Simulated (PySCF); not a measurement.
# C4H4F2: the cost of one run

Computed with PySCF 2.14.0, with density-fitted response routines of our own, on a single molecule in the gas phase. Atoms are numbered from 0 throughout.

### Step 1. The starting structure

10 atoms, charge 0, multiplicity 1; geometry from: GFN2-xTB. The atoms were then displaced at random by about 0.01 Å, so the start is not that level's minimum.

Bonds of the start (Å): F0–C1 1.31, C1–C2 1.31, C2–F3 1.39, C2–C4 1.50, C4–C5 1.56, C5–C1 1.50, C4–H6 1.10, C4–H7 1.08, C5–H8 1.07, C5–H9 1.10.

### Step 2. Geometry optimisation at PBE0-D3(BJ)/def2-SVP

The job: settings as JSON, then the geometry in Å.

```
{"job": {"xc": "PBE0", "basis": "def2-SVP", "d3": "d3bj", "grid": 1, "shake": 0.01, "kind": "geom"}, "charge": 0, "multiplicity": 1}
F      0.254310     2.387180    -0.191000
C      0.192810     1.078850    -0.095250
C      1.078250     0.109080    -0.069340
F      2.462420     0.043690    -0.121550
C      0.074860    -0.991760     0.058710
C     -0.981640     0.159700     0.028750
H      0.126330    -1.544810     1.002440
H      0.051520    -1.671720    -0.773880
H     -1.643170     0.141350    -0.811100
H     -1.565250     0.267520     0.951170
```

On the command line:

```sh
$ OMP_NUM_THREADS=1 python probes_run.py task.json out
```

The driver reads the jobs from task.json and runs them one after another.

Q: Estimate the wall time and peak memory of this first job on 1 thread of Arm Neoverse V2, shared host.

About 21 s, with a peak of 0.42 GiB.
